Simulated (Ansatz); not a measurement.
```yaml
crystal:
  periodic: [false, false, false]
  atoms:
    - {symbol: O, position_ang: [-1.242688, -0.157403, 0.153916]}
    - {symbol: C, position_ang: [-0.091841, -0.011635, 0.011375]}
    - {symbol: F, position_ang: [0.845499, -0.826578, 0.424621]}
    - {symbol: F, position_ang: [0.489030, 0.995616, -0.589913]}
basis:
  gaussian: {orbitals: def2-TZVP}
magnetization: {spin_polarized: true, initial_magnetization: 6}
hamiltonian: {xc: {name: r2SCAN}}
output: {forces: true}
```

```sh
$ ansatz run in.yaml --threads 4 --pin off --events-out ev --progress --plain --max-ram 10444MiB
```

Shortened log:

```
Functional definition: r2SCAN
643 factors; their error is unknown
mean field evaluation 1: about -8475.0716 eV, gradient 4.8e1 eV
mean field evaluation 2: about -8411.5013 eV, gradient 1.2e2 eV
mean field evaluation 4: about -8485.4748 eV, gradient 1.7e1 eV
mean field evaluation 8: about -8486.5743 eV, gradient 1.3e-1 eV
mean field evaluation 16: about -8486.5649 eV, gradient 4.4e-3 eV
mean field evaluation 64: about -8486.6001 eV, gradient 2.1e-9 eV
mean field -8486.60007608 eV, -311.8768003718 hartree, gradient 1.8e-9 eV, S^2 12.012626; 16 other end points of the search recorded, 0 dependent functions left out
reference -8486.60008527 eV, -311.8768007094 hartree; 19, 13 occupied and 105, 111 virtual orbitals, 643 factors
Total energy: -8486.60008527 eV, -311.8768007094 hartree
Atom 0 at    -1.242688    -0.157403     0.153916 Å, force   -26.423369    -3.346915     3.272748 eV/Å
Atom 1 at    -0.091841    -0.011635     0.011375 Å, force     8.526340     1.079989    -1.056056 eV/Å
Atom 2 at     0.845499    -0.826578     0.424621 Å, force    10.356720    -6.065039     2.899529 eV/Å
Atom 3 at     0.489030     0.995616    -0.589913 Å, force     7.540309     8.331965    -5.116221 eV/Å
Dipole moment:    -0.171385    -0.021708     0.021227 e Å
```

In this input the spin is set far too high for this molecule. Self-consistency was reached. The result belongs to that input, not to the molecule as meant.
